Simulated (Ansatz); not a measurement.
Input for Ansatz (development build ahead of 0.2.0):

```yaml
crystal:
  periodic: [false, false, false]
  atoms:
    - { symbol: C, position_ang: [0.0, 0.0, -1.20888] }
    - { symbol: Cl, position_ang: [0.0, 0.0, 0.70846] }
    - { symbol: H, position_ang: [0.0, -1.11954, -1.59687] }
    - { symbol: H, position_ang: [-0.96955, 0.55977, -1.59687] }
    - { symbol: H, position_ang: [0.96955, 0.55977, -1.59687] }
basis:
  gaussian: { orbitals: cc-pVDZ }
hamiltonian:
  xc: hf
```

The input is written out in the form of the current development build from the run's settings.

Results

- Converged: yes
- Total energy: -499.09395 hartree
- Spin squared of the determinant: 0.000
